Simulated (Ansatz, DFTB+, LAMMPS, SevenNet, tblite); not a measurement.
## Ladder of methods for the zone-centre TO phonon frequency of diamond-structure Si

Reference value: 525 cm⁻¹ (measured, low temperature, no zero-point or thermal correction; as tabulated in Tanner et al. (2021), arXiv:2110.11888).

| level (code) | value (cm⁻¹) | cell (Å³/atom) | difference (%) |
|---|---|---|---|
| Tersoff Si.tersoff.mod (LAMMPS) | 614 | 20.00 | +17.0 |
| DFTB cp2k-nonscc-sid (DFTB+) | 586 | 19.59 | +11.6 |
| GFN1-xTB (tblite) | 440 | 21.99 | -16.2 |
| SevenNet-l3i5 (SevenNet) | 427 | 20.42 | -18.7 |
| SNAP Si_Zuo_JPCA2020.snap (LAMMPS) | 468 | 20.50 | -10.9 |
| LDA (Ansatz) | 513 | 19.70 | -2.3 |
| PBE (Ansatz) | 503 | 20.46 | -4.2 |
| r²SCAN (Ansatz) | 518 | 20.17 | -1.3 |

Leaving aside Tersoff Si.tersoff.mod, SNAP Si_Zuo_JPCA2020.snap, which can be fitted to such values or carry a doubt: Nearest, and too close to rank with a margin of 2.0 % (twice that across the reference) picked here for doubts on the reference and the settings, and for temperature and zero-point motion: r²SCAN (-1.3 %), LDA (-2.3 %). Farthest off: SevenNet-l3i5 (-18.7 %). Within 3 %: LDA, r²SCAN.

The reference has no zero-point or thermal correction, while the calculations are for a static lattice, so the differences are not the levels' errors alone.  DFTB cp2k-nonscc-sid: this tight-binding set is not self-consistent in the charges. GFN1-xTB: the method was fitted mainly to molecules. GFN1-xTB: the run uses a supercell at the zone centre in place of a k mesh. Each level is taken at its own relaxed cell. Cutoffs differ between the levels. Ansatz's density-functional and Hartree–Fock values are scalar-relativistic unless marked +SOC, with PAW data made under PBE.

Empirical potentials (Tersoff Si.tersoff.mod) are fitted to chosen data, which need not cover the solid at hand: agreement can be built in, and what lay outside the fit can be far off. Machine-learned potentials (SNAP Si_Zuo_JPCA2020.snap, SevenNet-l3i5) are trained on DFT data, which may include these solids.

Differences are worked out from the printed values.

Ansatz is a first-principles code.
